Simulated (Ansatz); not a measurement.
Input file:

```yaml
crystal:
  periodic: [false, false, false]
  atoms:
    - {symbol: B, position_ang: [0.000000, 0.000000, 0.000000]}
    - {symbol: As, position_ang: [0.000000, 0.000000, 2.346000]}
basis:
  gaussian: {orbitals: cc-pVDZ}
total_charge: 1
magnetization: {spin_polarized: true, initial_magnetization: 3}
hamiltonian: {xc: {name: B2PLYP}}
correlation: {electrons: outside_noble_gas}
```

```sh
$ ansatz run in.yaml --threads 1 --pin off --events-out ev --progress --plain --max-ram 2393MiB
```

The program prints:

```
462 factors; integrals over basis functions are off by at most 1.4e-3 eV
mean field evaluation 1: about -61489.5974 eV, gradient 7.9e0 eV
mean field evaluation 2: about -61489.6151 eV, gradient 7.9e0 eV
mean field evaluation 4: about -61490.3000 eV, gradient 1.4e0 eV
mean field evaluation 8: about -61490.3567 eV, gradient 6.7e-2 eV
mean field evaluation 16: about -61490.3569 eV, gradient 1.4e-4 eV
mean field -61490.35689892 eV, -2259.7289363744 hartree, gradient 5.6e-6 eV, S^2 3.771834; 0 other end points of the search recorded, 0 dependent functions left out
15 core orbitals not correlated: weight in the atoms' cores, before any rotation towards them, 1.000 or more for the frozen orbitals, at most 0.000 for the correlated occupied ones
reference -61490.35701218 eV, -2259.7289405365 hartree; 5, 2 occupied and 21, 24 virtual orbitals, 462 factors
second order -3.58061763 eV of doubles, -0.00000000 eV of singles
Total energy: -61491.32377894 eV, -2259.7644685596 hartree
```

Ran on 1 thread of Arm Neoverse V1, shared host: 1.4 s wall, 0.16 GiB peak host memory.
